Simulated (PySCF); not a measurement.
CH3F, SMILES CF.

Coordinates come from a r2SCAN-D4/def2-TZVP optimisation.

Level of theory: TDDFT-M06-2X/def2-TZVPD (PySCF).

Vertical excitations; the highest root listed may be one member of a degenerate set.  State labels are in the subgroup Cs.

Computed lowest excited states:
```
state  symmetry  energy (eV)  λ (nm)      f                                                  main pairs
-----  --------  -----------  ------  -----  ----------------------------------------------------------
S1           A'         9.32     133  0.018                     HOMO→LUMO, HOMO→LUMO+1 (degenerate set)
S2           A"         9.32     133  0.018                 HOMO−1→LUMO, HOMO−1→LUMO+1 (degenerate set)
S3           A'         9.78     127  0.031                     HOMO→LUMO+1, HOMO→LUMO (degenerate set)
S4           A"         9.78     127  0.031                 HOMO−1→LUMO+1, HOMO−1→LUMO (degenerate set)
S5           A"        10.99     113  0.000                        HOMO→LUMO+2 49 %, HOMO−1→LUMO+3 48 %
S6           A'        11.03     112  0.021                 HOMO−1→LUMO+2, HOMO→LUMO+3 (degenerate set)
S7           A"        11.03     112  0.021                 HOMO−1→LUMO+3, HOMO→LUMO+2 (degenerate set)
S8           A'        11.23     110  0.073                        HOMO→LUMO+3 49 %, HOMO−1→LUMO+2 49 %
S9           A'        11.75     106  0.031                   HOMO→LUMO+4, HOMO→LUMO+1 (degenerate set)
S10          A"        11.75     106  0.031               HOMO−1→LUMO+4, HOMO−1→LUMO+1 (degenerate set)
T1           A'         9.09     136      0        HOMO→LUMO, HOMO→LUMO+1, HOMO→LUMO+4 (degenerate set)
T2           A"         9.09     136      0  HOMO−1→LUMO, HOMO−1→LUMO+1, HOMO−1→LUMO+4 (degenerate set)
T3           A"         9.48     131      0                 HOMO−1→LUMO, HOMO−1→LUMO+1 (degenerate set)
T4           A'         9.48     131      0                     HOMO→LUMO, HOMO→LUMO+1 (degenerate set)
```
Triplets are in the Tamm–Dancoff approximation, which puts them higher than full response would, so one can lie above its singlet here.
